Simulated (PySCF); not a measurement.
One ligand changed at a time: Pt(CO)3L. Gas-phase values, no solvent. One relaxed conformer stands for each flexible species; it need not be the lowest. Multiplicities are imposed; where one is given, others were not computed. Strings in code marks are SMILES.

The HOMO from two functionals at the same geometries (TPSS-D3(BJ)/def2-SVP), both in PySCF: PBE-D3(BJ)/def2-TZVP and TPSSh-D3(BJ)/def2-TZVP. 

| species | PBE-D3(BJ)/def2-TZVP (eV) |
|---|---|
| free ligand CS (`[C-]#[S+]`) | -7.39 |
| free ligand CH3CN (`CC#N`) | -8.03 |
| free ligand S(CH3)2 (`CSC`) | -5.04 |
| free ligand N(CH3)3 (`CN(C)C`) | -4.76 |

What does TPSSh-D3(BJ)/def2-TZVP give for each?


- free ligand CS (`[C-]#[S+]`): -8.18
- free ligand CH3CN (`CC#N`): -8.61
- free ligand S(CH3)2 (`CSC`): -5.64
- free ligand N(CH3)3 (`CN(C)C`): -5.38
Over these rows, drawn at random from the members with no instability flagged (it was tested for open shells, ions and some series alone), PBE minus TPSSh-D3(BJ): mean +0.65 eV, from +0.58 eV to +0.78 eV.
